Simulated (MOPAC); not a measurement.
A run for MOPAC: PM6 on H2O (SMILES O).

```
PM6 1SCF PRECISE CHARGE=0 THREADS=1
H2O

O     -2.01091594 1     0.07967389 1     0.12514827 1
H     -2.42759294 1     0.87854689 1     0.45091827 1
H     -1.08188894 1     0.19043089 1     0.36609727 1
```

Program output:

```
*******************************************************************************
 **                                                                           **
 **                              MOPAC v23.2.5                                **
 **                                                                           **
 *******************************************************************************
 ** MOPAC's Digital Object Identifier: https://doi.org/10.5281/zenodo.6511958 **
 **                                                                           **
 ** Please cite the open-source release paper for use of this MOPAC version:  **
 ** J. E. Moussa and J. J. P. Stewart (2026)                                  **
 ** MOPAC: An open-source semiempirical molecular orbital program             **
 ** J. Open Source Softw., 11(119), 8025, https://doi.org/10.21105/joss.08025 **
 *******************************************************************************

                              PM6 CALCULATION RESULTS

 *******************************************************************************
 *  PM6        - The PM6 Hamiltonian to be used
 *
 *
 *
 *                 CHARGE ON SYSTEM = 0
 *
 *
 *
 *  PRECISE    - TIGHTER CRITERIA TO BE USED
 *  1SCF       - DO 1 SCF AND THEN STOP
 *  THREADS=1  - MULTI-THREADING NOT USED
 *  T=         - A TIME OF 172800.0 SECONDS REQUESTED
 *  DUMP=N     - RESTART FILE WRITTEN EVERY 7200.0 SECONDS REQUESTED
 *******************************************************************************
PM6 1SCF PRECISE CHARGE=0 THREADS=1
 H2O

   ATOM   CHEMICAL          X               Y               Z
  NUMBER   SYMBOL      (ANGSTROMS)     (ANGSTROMS)     (ANGSTROMS)

     1       O         -2.01091594  *   0.07967389  *   0.12514827  *
     2       H         -2.42759294  *   0.87854689  *   0.45091827  *
     3       H         -1.08188894  *   0.19043089  *   0.36609727  *



          CARTESIAN COORDINATES

    NO.       ATOM           X           Y           Z

     1         O         -2.0109      0.0797      0.1251
     2         H         -2.4276      0.8785      0.4509
     3         H         -1.0819      0.1904      0.3661

 General Reference for PM6:
 "Optimization of Parameters for Semiempirical Methods V: Modification of NDDO Approximations
 and Application to 70 Elements", J. J. P. Stewart, J. Mol. Mod., 13, 1173-1213 (2007)
 URL: https://link.springer.com/article/10.1007/s00894-007-0233-4

           Empirical Formula: H2 O  =     3 atoms



      MOLECULAR POINT GROUP   :   C2v


      RHF CALCULATION, NO. OF DOUBLY OCCUPIED LEVELS = 4


 -------------------------------------------------------------------------------
 PM6 1SCF PRECISE CHARGE=0 THREADS=1
 H2O



     1SCF WAS SPECIFIED, SO BFGS WAS NOT USED
     SCF FIELD WAS ACHIEVED


                              PM6 CALCULATION
                                                       MOPAC v23.2.5 Linux




          FINAL HEAT OF FORMATION =        -54.12854 KCAL/MOL =    -226.47381 KJ/MOL


          COSMO AREA              =         42.60 SQUARE ANGSTROMS
          COSMO VOLUME            =         25.33 CUBIC ANGSTROMS

          IONIZATION POTENTIAL    =         11.802298 EV
          HOMO LUMO ENERGIES (EV) =        -11.802  4.018
          NO. OF FILLED LEVELS    =          4
          MOLECULAR WEIGHT        =         18.0152         POINT GROUP:  C2v

          MOLECULAR DIMENSIONS (Angstroms)

            Atom       Atom       Distance
            H     3    H     2     1.51381
            O     1    H     3     0.59393
            H     2    O     1     0.00000


          SCF CALCULATIONS        =          1





   ATOM   CHEMICAL          X               Y               Z
  NUMBER   SYMBOL      (ANGSTROMS)     (ANGSTROMS)     (ANGSTROMS)

     1       O         -2.01091594  *   0.07967389  *   0.12514827  *
     2       H         -2.42759294  *   0.87854689  *   0.45091827  *
     3       H         -1.08188894  *   0.19043089  *   0.36609727  *

                             CARTESIAN COORDINATES

   1    O       -2.010915940     0.079673890     0.125148270
   2    H       -2.427592940     0.878546890     0.450918270
   3    H       -1.081888940     0.190430890     0.366097270


           Empirical Formula: H2 O  =     3 atoms



      MOLECULAR POINT GROUP   :   C2v


                  EIGENVALUES
 -30.27976 -18.58879 -14.28132 -11.80230   4.01783   5.83984


              NET ATOMIC CHARGES AND DIPOLE CONTRIBUTIONS

  ATOM NO.   TYPE          CHARGE      No. of ELECS.   s-Pop       p-Pop
    1          O          -0.607506        6.6075     1.78143     4.82608
    2          H           0.302910        0.6971     0.69709
    3          H           0.304596        0.6954     0.69540
 DIPOLE           X         Y         Z       TOTAL
 POINT-CHG.     0.753     1.324     0.826     1.733
 HYBRID         0.168     0.308     0.191     0.399
 SUM            0.921     1.632     1.017     2.132


          ATOMIC ORBITAL ELECTRON POPULATIONS

     Atom    s        px        py        pz
    1  O   1.78143   1.37877   1.56386   1.88344
    2  H   0.69709
    3  H   0.69540

 **********************
 *                    *
 * JOB ENDED NORMALLY *
 *                    *
 **********************




 == MOPAC DONE ==
```

The run finished.

Cost: about 0.020 core-seconds (a rough figure).
